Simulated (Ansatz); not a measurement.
Ideal-gas functions of `FC1=COC1` at 800 K and 1 bar, from an Ansatz frequency run at PBE0-D4/def2-TZVP.

Molar mass 74.05 g/mol, point group Cs (symmetry number 1), electronic degeneracy 1, moments of inertia 34.948, 111.635, 143.305 u Å². Harmonic wavenumbers (cm⁻¹, unscaled): 336, 411, 413, 703, 834, 924, 1001, 1007, 1059, 1117, 1215, 1311, 1341, 1477, 1775, 3088, 3150, 3278.

Use S(trans) = R[1.5 ln M + 2.5 ln T − 1.1517]; rotational temperatures θ = 24.2544 K / I; S(rot) = R[ln(√π/σ · √(T³/θAθBθC)) + 1.5]; for each mode x = 1.438777 ν̃/T, S = R[x/(eˣ − 1) − ln(1 − e⁻ˣ)] and H = RT x/(eˣ − 1); 1 cm⁻¹ = 0.0119627 kJ/mol; R = 8.31446 J/(mol·K).

Task: By hand: the entropy, in J/(mol·K).

Result: Translation 183.1. Rotation: θ = 0.694, 0.2173, 0.1693 K, giving 115.8. Vibration, mode by mode: 12.63, 11.01, 10.98, 6.90, 5.68, 4.99, 4.47, 4.43, 4.11, 3.79, 3.29, 2.88, 2.76, 2.27, 1.49, 0.21, 0.19, 0.16, in all 82.2. Electronic 0.0. Sum 381.1 J/(mol·K).

Task: By hand: H − E and G − E in kJ/mol, counted from the electronic energy.

Result: Zero-point energy ½ × 24440 × 0.0119627 = 146.2; thermal vibration 39.3; translation, rotation and pV give 4 RT = 26.6. H − E = 212.1 kJ/mol, and G − E = 212.1 − 800 × 381.1/1000 = -92.8 kJ/mol.

Vibration gives 22 % of the entropy.
